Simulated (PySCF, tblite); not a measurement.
**C₄H₆FO+: a rotation path, then NMR shifts on frames**

How do NMR shifts of C₄H₆FO+ (`C[C@@H](C#[O+])CF`) change as the atoms move?

Computed with tblite 0.8.0 and PySCF 2.14.0, with density-fitted response routines of our own, on a single molecule in the gas phase. Atoms are numbered from 0 throughout.

## (1) Starting geometry

12 atoms, charge 1, multiplicity 1; geometry from: GFN2-xTB.

Bonds of the start (Å): C0–C1 1.55, C1–C2 1.39, C2–O3 1.12, C1–C4 1.57, C4–F5 1.35, C0–H6 1.09, C0–H7 1.09, C0–H8 1.09, C1–H9 1.10, C4–H10 1.10, C4–H11 1.09.

## (2) The rotation path with GFN2-xTB

What the job is given:

```
{"job": {"kind": "neb", "xc": "GFN2-xTB", "basis": "xTB", "atoms": [2, 1, 4, 5], "turn": 120}, "charge": 1, "multiplicity": 1}
C     -0.688369     1.206770     0.088238
C      0.233209     0.058556    -0.394335
C      1.545510     0.310715    -0.011818
O      2.585838     0.519002     0.332872
C     -0.234908    -1.335655     0.157083
F      0.556316    -2.297696    -0.359475
H     -0.706545     1.267234     1.172919
H     -0.368707     2.163384    -0.316203
H     -1.696607     1.006208    -0.265433
H      0.208650    -0.002827    -1.496822
H     -1.261350    -1.514054    -0.182217
H     -0.171840    -1.382323     1.249164
```

Method: GFN2-xTB climbing-image nudged elastic band, gas phase.

On the command line:

```console
$ OMP_NUM_THREADS=1 python probes_run.py task.json out
```

This one command runs all jobs of the session in turn.

The log of the run:

```text
image   E - E0 / eV
  0      -0.0000
  1       0.0184
  2       0.0513
  3       0.0815
  4       0.0938
  5       0.0814
  6       0.0501
  7       0.0171
  8       0.0011
```

Wall time 4.5 s (1 thread of AMD EPYC, shared host); peak memory 0.18 GiB.

The final band, with the dihedral C2–C1–C4–F5:

```tsv
image	dihedral (°)	energy (eV)	energy (kcal/mol)
0	-61	0.000	0.0
1	-44	0.018	0.4
2	-29	0.051	1.2
3	-14	0.081	1.9
4	1	0.094	2.2
5	16	0.081	1.9
6	31	0.050	1.2
7	46	0.017	0.4
8	58	0.001	0.0
```

## (3) Shielding tensors: image 0, PBE0/pcSseg-1

What the job is given:

```
{"job": {"kind": "nmr", "xc": "PBE0", "basis": "pcSseg-1", "pop": false}, "charge": 1, "multiplicity": 1}
C     -0.688400     1.206800     0.088200
C      0.233200     0.058600    -0.394300
C      1.545500     0.310700    -0.011800
O      2.585800     0.519000     0.332900
C     -0.234900    -1.335700     0.157100
F      0.556300    -2.297700    -0.359500
H     -0.706500     1.267200     1.172900
H     -0.368700     2.163400    -0.316200
H     -1.696600     1.006200    -0.265400
H      0.208600    -0.002800    -1.496800
H     -1.261400    -1.514100    -0.182200
H     -0.171800    -1.382300     1.249200
```

With the program's defaults for keys left out, this is: GIAO PBE0/pcSseg-1 NMR shielding, non-relativistic, gas phase.

The log of the run:

```text
coarse grid: 10240 points
cycle   1  E = -330.1973128960  dE =  1.203e+00  |g| = 8.128e-01  |ddm| = 2.948e+00
cycle   2  E = -329.7401053380  dE =  4.572e-01  |g| = 1.814e+00  |ddm| = 1.622e+00
cycle   3  E = -330.3221851396  dE = -5.821e-01  |g| = 2.364e-01  |ddm| = 9.936e-01
cycle   4  E = -330.3321809099  dE = -9.996e-03  |g| = 6.702e-02  |ddm| = 1.877e-01
cycle   5  E = -330.3328671505  dE = -6.862e-04  |g| = 1.656e-02  |ddm| = 3.903e-02
cycle   6  E = -330.3329123192  dE = -4.517e-05  |g| = 4.716e-03  |ddm| = 1.527e-02
cycle   7  E = -330.3329164547  dE = -4.135e-06  |g| = 1.129e-03  |ddm| = 3.443e-03
final grid: 99880 points
cycle   8  E = -330.3869622527  dE = -5.644e-06  |g| = 1.508e-02  |ddm| = 2.364e-02
cycle   9  E = -330.3868105319  dE =  1.517e-04  |g| = 3.246e-02  |ddm| = 2.371e-02
cycle  10  E = -330.3870052154  dE = -1.947e-04  |g| = 2.898e-03  |ddm| = 1.634e-02
cycle  11  E = -330.3870069393  dE = -1.724e-06  |g| = 3.743e-04  |ddm| = 1.763e-03
cycle  12  E = -330.3870069616  dE = -2.237e-08  |g| = 1.419e-04  |ddm| = 3.977e-04
cycle  13  E = -330.3870069645  dE = -2.873e-09  |g| = 3.302e-05  |ddm| = 9.525e-05
cycle  14  E = -330.3870069647  dE = -2.244e-10  |g| = 8.743e-06  |ddm| = 3.048e-05
converged SCF energy = -330.3870069647

GIAO shielding tensors (ppm)
atom      isotropic    diamagn.    paramagn.     s11        s22        s33       span
  0 C      173.169     246.722     -73.553    160.920    166.273    192.313     31.394
  1 C      163.096     254.759     -91.663    142.115    169.052    178.122     36.007
  2 C       22.065     264.733    -242.668   -108.980    -99.367    274.543    383.523
  3 O      -24.417     396.628    -421.046   -210.732   -200.698    338.178    548.910
  4 C       97.502     241.408    -143.906     59.833     81.004    151.669     91.835
  5 F      383.832     469.331     -85.499    329.520    345.664    476.313    146.793
  6 H       29.676      28.572       1.104     25.123     27.577     36.329     11.206
  7 H       29.315      27.439       1.876     24.537     26.704     36.705     12.168
  8 H       29.324      28.015       1.309     24.428     26.647     36.896     12.468
  9 H       27.100      28.373      -1.273     23.765     24.872     32.663      8.898
 10 H       25.904      27.469      -1.565     21.426     26.873     29.413      7.987
 11 H       25.898      27.787      -1.889     22.045     26.937     28.711      6.666
```

Wall time 20 s (1 thread of AMD EPYC, shared host); peak memory 0.61 GiB.

The references, computed at this level on geometries of the same kind, shield at (ppm): ¹H TMS 31.72, ¹³C TMS 186.9, ¹⁹F CFCl3 170.9, ¹⁷O H2O 336.1. Their shielding less the atom's gives the shift. The references are single molecules in the gas phase, so shifts against H2O, NH3, PH3, H3PO4 or CFCl3 are not on the usual liquid scales and can be off by tens of ppm. Each atom is listed at this fixed geometry, with no averaging over motion; a spectrum would average atoms that exchange fast.

```tsv
atoms	environment	σ (ppm)	δ (ppm)
C2	acylium carbon	22.1	164.9
C4	sp3 CH2 bonded to F	97.5	89.4
C1	sp3 CH	163.1	23.8
C0	methyl carbon	173.2	13.8
H11	hydrogen on an sp3 CH2 bonded to F	25.90	5.82
H10	hydrogen on an sp3 CH2 bonded to F	25.90	5.81
H9	hydrogen on an sp3 CH	27.10	4.62
H7	hydrogen on a methyl carbon	29.32	2.40
H8	hydrogen on a methyl carbon	29.32	2.39
H6	hydrogen on a methyl carbon	29.68	2.04
O3	oxygen bonded to C	-24.4	360.5
F5	fluorine on an sp3 carbon	383.8	-212.9
```

## (4) Nuclear shieldings: image 2, PBE0/pcSseg-1

What the job is given:

```
{"job": {"kind": "nmr", "xc": "PBE0", "basis": "pcSseg-1", "pop": false}, "charge": 1, "multiplicity": 1}
C     -0.651800     1.218400     0.169100
C      0.188200     0.059300    -0.431800
C      1.531500     0.274800    -0.137800
O      2.598400     0.457200     0.127100
C     -0.266900    -1.343800     0.116700
F      0.788500    -2.191100     0.135100
H     -0.577200     1.231000     1.253800
H     -0.332200     2.180500    -0.223700
H     -1.692200     1.064200    -0.106900
H      0.087300     0.064700    -1.531100
H     -1.032200    -1.773900    -0.537800
H     -0.640200    -1.242000     1.141200
```

With the program's defaults for keys left out, this is: GIAO PBE0/pcSseg-1 NMR shielding, non-relativistic, gas phase.

The log of the run:

```text
coarse grid: 10240 points
cycle   1  E = -330.1954064761  dE =  1.195e+00  |g| = 8.129e-01  |ddm| = 2.947e+00
cycle   2  E = -329.7327634064  dE =  4.626e-01  |g| = 1.821e+00  |ddm| = 1.614e+00
cycle   3  E = -330.3201817201  dE = -5.874e-01  |g| = 2.356e-01  |ddm| = 9.874e-01
cycle   4  E = -330.3300197385  dE = -9.838e-03  |g| = 6.538e-02  |ddm| = 1.820e-01
cycle   5  E = -330.3306625662  dE = -6.428e-04  |g| = 1.727e-02  |ddm| = 3.801e-02
cycle   6  E = -330.3307128160  dE = -5.025e-05  |g| = 4.658e-03  |ddm| = 1.544e-02
cycle   7  E = -330.3307168943  dE = -4.078e-06  |g| = 1.141e-03  |ddm| = 3.376e-03
final grid: 99880 points
cycle   8  E = -330.3854240764  dE = -9.398e-06  |g| = 1.468e-02  |ddm| = 2.409e-02
cycle   9  E = -330.3852808461  dE =  1.432e-04  |g| = 3.157e-02  |ddm| = 2.288e-02
cycle  10  E = -330.3854648833  dE = -1.840e-04  |g| = 2.816e-03  |ddm| = 1.578e-02
cycle  11  E = -330.3854665316  dE = -1.648e-06  |g| = 3.694e-04  |ddm| = 1.731e-03
cycle  12  E = -330.3854665535  dE = -2.190e-08  |g| = 1.553e-04  |ddm| = 4.022e-04
cycle  13  E = -330.3854665569  dE = -3.443e-09  |g| = 3.282e-05  |ddm| = 1.007e-04
cycle  14  E = -330.3854665571  dE = -2.206e-10  |g| = 9.011e-06  |ddm| = 3.089e-05
converged SCF energy = -330.3854665571

GIAO shielding tensors (ppm)
atom      isotropic    diamagn.    paramagn.     s11        s22        s33       span
  0 C      171.005     246.614     -75.609    153.550    169.536    189.929     36.378
  1 C      162.359     255.820     -93.461    130.777    170.541    185.759     54.982
  2 C       25.225     264.869    -239.644   -105.849    -98.191    279.716    385.565
  3 O      -26.816     396.693    -423.509   -228.730   -198.327    346.609    575.339
  4 C       97.868     240.488    -142.620     64.373     81.026    148.205     83.832
  5 F      395.083     469.568     -74.485    342.486    356.877    485.885    143.399
  6 H       29.483      28.608       0.875     25.065     27.559     35.825     10.760
  7 H       29.383      27.450       1.933     24.586     26.725     36.839     12.253
  8 H       29.317      27.946       1.371     24.627     26.486     36.839     12.212
  9 H       26.890      28.435      -1.545     23.909     24.225     32.536      8.626
 10 H       25.719      27.000      -1.281     21.921     25.620     29.615      7.694
 11 H       26.176      27.726      -1.550     21.885     27.592     29.051      7.166
```

Run time: 19 s. Hardware: 1 thread of AMD EPYC, shared host; peak memory 0.65 GiB.

In short: δ C2 161.7, C4 89.1, C1 24.6, C0 15.9, H10 6.00, H11 5.54 ppm.

## (5) Shielding tensors: image 4, PBE0/pcSseg-1

What the job is given:

```
{"job": {"kind": "nmr", "xc": "PBE0", "basis": "pcSseg-1", "pop": false}, "charge": 1, "multiplicity": 1}
C     -0.607200     1.225300     0.242400
C      0.149200     0.061700    -0.460500
C      1.515500     0.246100    -0.265200
O      2.598200     0.407300    -0.059300
C     -0.281800    -1.353600     0.080700
F      0.789600    -1.990100     0.617000
H     -0.453700     1.197900     1.318400
H     -0.293200     2.192400    -0.142500
H     -1.668400     1.105700     0.035100
H     -0.050000     0.119700    -1.543100
H     -0.672200    -1.984000    -0.724600
H     -1.024600    -1.229200     0.875400
```

Level: GIAO PBE0/pcSseg-1 NMR shielding, non-relativistic, gas phase.

The log of the run:

```text
coarse grid: 10240 points
cycle   1  E = -330.1916727571  dE =  1.194e+00  |g| = 8.160e-01  |ddm| = 2.943e+00
cycle   2  E = -329.7235120078  dE =  4.682e-01  |g| = 1.831e+00  |ddm| = 1.578e+00
cycle   3  E = -330.3175142449  dE = -5.940e-01  |g| = 2.363e-01  |ddm| = 9.703e-01
cycle   4  E = -330.3273976535  dE = -9.883e-03  |g| = 6.638e-02  |ddm| = 1.799e-01
cycle   5  E = -330.3280650541  dE = -6.674e-04  |g| = 1.752e-02  |ddm| = 3.837e-02
cycle   6  E = -330.3281173964  dE = -5.234e-05  |g| = 4.629e-03  |ddm| = 1.531e-02
cycle   7  E = -330.3281214160  dE = -4.020e-06  |g| = 1.176e-03  |ddm| = 3.343e-03
final grid: 99880 points
cycle   8  E = -330.3828481336  dE = -8.535e-06  |g| = 1.483e-02  |ddm| = 2.525e-02
cycle   9  E = -330.3827034430  dE =  1.447e-04  |g| = 3.176e-02  |ddm| = 2.284e-02
cycle  10  E = -330.3828898511  dE = -1.864e-04  |g| = 2.924e-03  |ddm| = 1.577e-02
cycle  11  E = -330.3828916316  dE = -1.781e-06  |g| = 3.659e-04  |ddm| = 1.802e-03
cycle  12  E = -330.3828916538  dE = -2.211e-08  |g| = 1.538e-04  |ddm| = 3.774e-04
cycle  13  E = -330.3828916572  dE = -3.405e-09  |g| = 3.412e-05  |ddm| = 1.011e-04
cycle  14  E = -330.3828916574  dE = -2.273e-10  |g| = 9.198e-06  |ddm| = 3.215e-05
converged SCF energy = -330.3828916574

GIAO shielding tensors (ppm)
atom      isotropic    diamagn.    paramagn.     s11        s22        s33       span
  0 C      166.720     246.574     -79.853    144.712    167.888    187.561     42.849
  1 C      161.993     256.447     -94.454    129.167    169.510    187.301     58.135
  2 C       26.783     264.525    -237.742   -104.319    -97.113    281.781    386.100
  3 O      -28.441     396.667    -425.108   -234.719   -196.584    345.981    580.699
  4 C       96.987     239.261    -142.274     69.145     82.902    138.914     69.769
  5 F      403.357     469.686     -66.329    347.627    362.766    499.679    152.052
  6 H       29.125      28.674       0.451     24.939     27.311     35.125     10.186
  7 H       29.378      27.533       1.844     24.505     26.785     36.843     12.339
  8 H       29.119      28.022       1.097     24.693     26.303     36.360     11.667
  9 H       27.081      28.530      -1.449     23.549     24.744     32.950      9.401
 10 H       25.664      26.658      -0.993     21.762     25.490     29.742      7.980
 11 H       26.276      27.558      -1.282     22.078     27.308     29.441      7.363
```

Wall time 19 s (1 thread of AMD EPYC, shared host); peak memory 0.65 GiB.

In short: δ C2 160.1, C4 89.9, C1 24.9, C0 20.2, H10 6.05, H11 5.44 ppm.

## (6) NMR shieldings: image 6, PBE0/pcSseg-1

What the job is given:

```
{"job": {"kind": "nmr", "xc": "PBE0", "basis": "pcSseg-1", "pop": false}, "charge": 1, "multiplicity": 1}
C     -0.557900     1.218500     0.313200
C      0.117700     0.067700    -0.488600
C      1.496800     0.227100    -0.396600
O      2.592000     0.363800    -0.243000
C     -0.283700    -1.353800     0.052800
F      0.576400    -1.733000     1.026900
H     -0.328300     1.146200     1.373300
H     -0.254600     2.193700    -0.059600
H     -1.633700     1.124900     0.179500
H     -0.189300     0.145000    -1.542500
H     -0.252100    -2.109100    -0.739200
H     -1.282100    -1.291700     0.497800
```

Level: GIAO PBE0/pcSseg-1 NMR shielding, non-relativistic, gas phase.

The log of the run:

```text
coarse grid: 10240 points
cycle   1  E = -330.1931596676  dE =  1.197e+00  |g| = 8.171e-01  |ddm| = 2.941e+00
cycle   2  E = -329.7246214505  dE =  4.685e-01  |g| = 1.832e+00  |ddm| = 1.602e+00
cycle   3  E = -330.3196406084  dE = -5.950e-01  |g| = 2.371e-01  |ddm| = 9.853e-01
cycle   4  E = -330.3296561665  dE = -1.002e-02  |g| = 6.765e-02  |ddm| = 1.857e-01
cycle   5  E = -330.3303605953  dE = -7.044e-04  |g| = 1.720e-02  |ddm| = 3.925e-02
cycle   6  E = -330.3304105852  dE = -4.999e-05  |g| = 4.608e-03  |ddm| = 1.538e-02
cycle   7  E = -330.3304145254  dE = -3.940e-06  |g| = 1.200e-03  |ddm| = 3.383e-03
final grid: 99880 points
cycle   8  E = -330.3846847770  dE = -6.474e-06  |g| = 1.508e-02  |ddm| = 2.591e-02
cycle   9  E = -330.3845331801  dE =  1.516e-04  |g| = 3.245e-02  |ddm| = 2.339e-02
cycle  10  E = -330.3847278499  dE = -1.947e-04  |g| = 2.919e-03  |ddm| = 1.610e-02
cycle  11  E = -330.3847296247  dE = -1.775e-06  |g| = 3.395e-04  |ddm| = 1.792e-03
cycle  12  E = -330.3847296439  dE = -1.918e-08  |g| = 1.465e-04  |ddm| = 3.698e-04
cycle  13  E = -330.3847296470  dE = -3.166e-09  |g| = 3.427e-05  |ddm| = 1.011e-04
cycle  14  E = -330.3847296473  dE = -2.251e-10  |g| = 9.252e-06  |ddm| = 3.253e-05
converged SCF energy = -330.3847296473

GIAO shielding tensors (ppm)
atom      isotropic    diamagn.    paramagn.     s11        s22        s33       span
  0 C      165.099     247.158     -82.058    142.726    163.969    188.603     45.877
  1 C      162.207     255.721     -93.514    136.854    165.026    184.742     47.888
  2 C       25.487     264.241    -238.754   -104.378    -98.610    279.449    383.827
  3 O      -29.145     396.564    -425.709   -234.117   -194.809    341.491    575.608
  4 C       95.670     239.334    -143.664     71.274     84.020    131.715     60.441
  5 F      410.147     470.967     -60.820    350.989    384.567    494.884    143.894
  6 H       28.820      28.730       0.090     24.663     27.240     34.556      9.893
  7 H       29.242      27.717       1.525     24.383     26.790     36.553     12.170
  8 H       28.988      28.225       0.763     24.633     26.152     36.179     11.546
  9 H       27.584      28.493      -0.909     23.422     25.358     33.971     10.549
 10 H       25.706      26.585      -0.879     21.621     25.633     29.864      8.243
 11 H       26.197      27.504      -1.307     22.341     26.292     29.957      7.616
```

Run time: 20 s. Hardware: 1 thread of AMD EPYC, shared host; peak memory 0.65 GiB.

In short: δ C2 161.4, C4 91.3, C1 24.7, C0 21.8, H10 6.01, H11 5.52 ppm.

## (7) NMR shieldings: image 8, PBE0/pcSseg-1

What the job is given:

```
{"job": {"kind": "nmr", "xc": "PBE0", "basis": "pcSseg-1", "pop": false}, "charge": 1, "multiplicity": 1}
C     -0.494000     1.196600     0.374300
C      0.090600     0.062100    -0.516900
C      1.470700     0.230800    -0.511600
O      2.570100     0.397200    -0.421200
C     -0.297300    -1.353400     0.036500
F      0.192400    -1.483100     1.287400
H     -0.179000     1.075000     1.408200
H     -0.198800     2.179400     0.016900
H     -1.579000     1.127700     0.332300
H     -0.297500     0.144700    -1.542200
H      0.112600    -2.160000    -0.579900
H     -1.389500    -1.417600     0.090300
```

With the program's defaults for keys left out, this is: GIAO PBE0/pcSseg-1 NMR shielding, non-relativistic, gas phase.

The log of the run:

```text
coarse grid: 10240 points
cycle   1  E = -330.1957204516  dE =  1.205e+00  |g| = 8.161e-01  |ddm| = 2.940e+00
cycle   2  E = -329.7318852616  dE =  4.638e-01  |g| = 1.825e+00  |ddm| = 1.592e+00
cycle   3  E = -330.3223616191  dE = -5.905e-01  |g| = 2.359e-01  |ddm| = 9.840e-01
cycle   4  E = -330.3323485351  dE = -9.987e-03  |g| = 7.019e-02  |ddm| = 1.887e-01
cycle   5  E = -330.3331154346  dE = -7.669e-04  |g| = 1.689e-02  |ddm| = 4.066e-02
cycle   6  E = -330.3331627468  dE = -4.731e-05  |g| = 4.620e-03  |ddm| = 1.546e-02
cycle   7  E = -330.3331666444  dE = -3.898e-06  |g| = 1.204e-03  |ddm| = 3.445e-03
final grid: 99880 points
cycle   8  E = -330.3867948096  dE = -4.350e-06  |g| = 1.515e-02  |ddm| = 2.462e-02
cycle   9  E = -330.3866413466  dE =  1.535e-04  |g| = 3.263e-02  |ddm| = 2.355e-02
cycle  10  E = -330.3868382538  dE = -1.969e-04  |g| = 2.921e-03  |ddm| = 1.621e-02
cycle  11  E = -330.3868400254  dE = -1.772e-06  |g| = 3.261e-04  |ddm| = 1.782e-03
cycle  12  E = -330.3868400429  dE = -1.751e-08  |g| = 1.382e-04  |ddm| = 3.576e-04
cycle  13  E = -330.3868400457  dE = -2.827e-09  |g| = 3.394e-05  |ddm| = 1.000e-04
cycle  14  E = -330.3868400459  dE = -2.209e-10  |g| = 9.247e-06  |ddm| = 3.175e-05
converged SCF energy = -330.3868400459

GIAO shielding tensors (ppm)
atom      isotropic    diamagn.    paramagn.     s11        s22        s33       span
  0 C      167.109     247.622     -80.513    148.543    161.711    191.073     42.530
  1 C      163.285     255.140     -91.855    147.170    161.910    180.775     33.606
  2 C       22.715     264.367    -241.652   -105.973   -100.555    274.673    380.647
  3 O      -27.834     396.559    -424.394   -227.323   -183.848    327.668    554.991
  4 C       98.435     239.848    -141.413     71.405     85.338    138.562     67.157
  5 F      405.961     472.145     -66.183    341.003    399.863    477.017    136.014
  6 H       28.716      28.789      -0.074     24.287     27.620     34.239      9.952
  7 H       29.205      27.924       1.281     24.416     26.798     36.402     11.986
  8 H       28.940      28.273       0.666     24.527     25.925     36.366     11.839
  9 H       27.837      28.420      -0.583     23.719     25.194     34.597     10.878
 10 H       25.768      26.683      -0.915     21.805     25.551     29.948      8.143
 11 H       26.093      27.256      -1.163     22.126     25.364     30.790      8.664
```

It took 19 s on 1 thread of AMD EPYC, shared host; peak memory 0.64 GiB.

Key values: δ C2 164.2, C4 88.5, C1 23.6, C0 19.8, H10 5.95, H11 5.62 ppm.

## (8) Side by side: NMR shifts

Shifts (ppm) of some atoms, chosen among heavy atoms and hydrogens apart, with basis size and wall time:

```tsv
frame	C2	C4	C0	H9	H6	O3	F5	functions	time
image 0	164.9	89.4	13.8	4.62	2.04	360.5	-212.9	132	20 s
image 2	161.7	89.1	15.9	4.83	2.23	362.9	-224.1	132	19 s
image 4	160.1	89.9	20.2	4.64	2.59	364.5	-232.4	132	19 s
image 6	161.4	91.3	21.8	4.13	2.90	365.2	-239.2	132	20 s
image 8	164.2	88.5	19.8	3.88	3.00	363.9	-235.0	132	19 s
```

## (9) Outcome

```
                                         quantity                                   value
                                          barrier      0.094 eV (2.2 kcal/mol) at image 4
                            end to end (GFN2-xTB)                                0.001 eV
  ¹³C shifts against TMS (PBE0/pcSseg-1, image 0)             164.9, 89.4, 23.8, 13.8 ppm
   ¹H shifts against TMS (PBE0/pcSseg-1, image 0)  5.82, 5.81, 4.62, 2.40, 2.39, 2.04 ppm
  ¹⁷O shifts against H2O (PBE0/pcSseg-1, image 0)                               360.5 ppm
¹⁹F shifts against CFCl3 (PBE0/pcSseg-1, image 0)                              -212.9 ppm
                         range of the shift of F5                    -239.2 to -212.9 ppm
```

In words: Along the band the dihedral turns by 119°, and the top (dihedral 1°) lies 2.2 kcal/mol above the start (GFN2-xTB, rough), so at room temperature this motion is fast. The top was not checked by a frequency run. Shifts at one fixed geometry are not the observed spectrum, which averages over the motion. In the first frame run (image 0): Shielding is most anisotropic at O3 (span 549 ppm, paramagnetic term -421 ppm). Across the 5 runs the shift of F5 moves most, between -239.2 (image 6) and -212.9 ppm (image 0).
